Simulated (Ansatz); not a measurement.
# [Sm(H2O)6]3+ (SmH₁₂O₆ (+3)): rung by rung

One table from this session's results is given with a row withheld; the runs are named, their logs left out.

Computed with Ansatz 0.2.0, Gaussian basis. Level: as each input shows.

The runs, in order: PBE-D4/def2-TZVP, r2SCAN-D4/def2-TZVP, BHLYP-D4/def2-TZVP, ωB97M-V/def2-TZVP, PBE-D4/def2-SVP, PBE0-D4/def2-SVP, MP2/def2-SVP, RPA/def2-SVP.

### The structure

The sextet was relaxed beforehand with PBE-D4/def2-SVP.

19 atoms, charge 3, spin multiplicity 6.

Atoms are counted from 1 here; the program's logs count them from 0.

Bond lengths: Sm1–O2 2.404 Å, Sm1–O5 2.404 Å, Sm1–O8 2.400 Å, Sm1–O11 2.400 Å, Sm1–O14 2.423 Å, Sm1–O17 2.423 Å, O2–H3 0.987 Å, O2–H4 0.987 Å, O5–H6 0.987 Å, O5–H7 0.986 Å, O8–H9 0.986 Å, O8–H10 0.986 Å, O11–H12 0.986 Å, O11–H13 0.986 Å, O14–H15 0.988 Å, O14–H16 0.987 Å, O17–H18 0.987 Å, O17–H19 0.988 Å. Angles: O2–Sm1–O5 179.8°, O2–Sm1–O8 90.2°, O2–Sm1–O11 89.9°, O2–Sm1–O14 90.1°, O2–Sm1–O17 90.1°, O5–Sm1–O8 89.9°, O5–Sm1–O11 89.9°, O5–Sm1–O14 89.9°, O5–Sm1–O17 89.9°, O8–Sm1–O11 179.8°, O8–Sm1–O14 90.1°, O8–Sm1–O17 90.2°, O11–Sm1–O14 89.8°, O11–Sm1–O17 89.8°, O14–Sm1–O17 179.6°, Sm1–O2–H3 128.0°, Sm1–O2–H4 128.1°, H3–O2–H4 103.9° and more.

Sm takes a core potential in the def2 sets. No spin-orbit coupling is included. The ion is computed in the gas phase, without counter-ions or solvent.

PBE0-D4/def2-TZVP was run before; its log isn't repeated, and its numbers join the tables.

Set-up of the first run:

start.molden holds the orbitals of an earlier run on this state, given as this run's starting guess.

Input file in.yaml:

```yaml
crystal:
  periodic: [false, false, false]
  atoms:
    - {symbol: Sm, position_ang: [0.004184, 0.001278, 0.004105]}
    - {symbol: O, position_ang: [0.172030, 0.194996, 2.394878]}
    - {symbol: H, position_ang: [0.141528, 1.015847, 2.941463]}
    - {symbol: H, position_ang: [0.292558, -0.526666, 3.056830]}
    - {symbol: O, position_ang: [-0.170769, -0.195349, -2.385542]}
    - {symbol: H, position_ang: [-0.288900, 0.526156, -3.047870]}
    - {symbol: H, position_ang: [-0.136637, -1.016565, -2.930872]}
    - {symbol: O, position_ang: [2.390686, 0.162372, -0.186839]}
    - {symbol: H, position_ang: [3.048680, 0.297297, 0.535289]}
    - {symbol: H, position_ang: [2.932574, 0.176563, -1.010431]}
    - {symbol: O, position_ang: [-2.383132, -0.160350, 0.187157]}
    - {symbol: H, position_ang: [-2.928616, -0.174226, 1.008483]}
    - {symbol: H, position_ang: [-3.037258, -0.299278, -0.537614]}
    - {symbol: O, position_ang: [-0.179784, 2.409452, -0.184230]}
    - {symbol: H, position_ang: [-1.001505, 2.957085, -0.175566]}
    - {symbol: H, position_ang: [0.541850, 3.073679, -0.297191]}
    - {symbol: O, position_ang: [0.171229, -2.408948, 0.183999]}
    - {symbol: H, position_ang: [-0.556431, -3.069027, 0.282302]}
    - {symbol: H, position_ang: [0.987703, -2.964325, 0.161649]}
basis:
  gaussian: {orbitals: def2-TZVP, initial_orbitals: start.molden}
total_charge: 3
magnetization: {spin_polarized: true, initial_magnetization: 5}
hamiltonian: {xc: pbe, dispersion: d4}
scf: {omitted_lower_state_checks: [starts]}
output: {orbitals: {seedname: orbitals}}
```

Launch:

```
ansatz run in.yaml --threads 4 --pin off --events-out ev --progress --plain --max-ram 9574MiB
```

Among the steps run: PBE-D4/def2-TZVP; r2SCAN-D4/def2-TZVP; BHLYP-D4/def2-TZVP; ωB97M-V/def2-TZVP; PBE-D4/def2-SVP; PBE0-D4/def2-SVP; MP2/def2-SVP; RPA/def2-SVP.

One of the session's tables, all rows but one given; the rest of the session is left out.

It belongs to the step «Levels side by side». 

```
              level  HOMO (eV)  LUMO (eV)  gap (eV)
    PBE-D4/def2-SVP     -20.05     -19.55      0.49
   PBE-D4/def2-TZVP     -20.26     -19.72      0.53
r2SCAN-D4/def2-TZVP     -20.86     -19.30      1.56
   PBE0-D4/def2-SVP          ?          ?         ?
  PBE0-D4/def2-TZVP     -22.53     -17.53      5.00
 BHLYP-D4/def2-TZVP     -24.35     -13.77     10.57
  ωB97M-V/def2-TZVP     -25.07     -14.55     10.52
```

Estimate the missing values for PBE0-D4/def2-SVP.

As computed: HOMO (eV): -22.39; LUMO (eV): -17.58; gap (eV): 4.81. In the column «HOMO (eV)» it lies between PBE0-D4/def2-TZVP (-22.53) and r2SCAN-D4/def2-TZVP (-20.86).
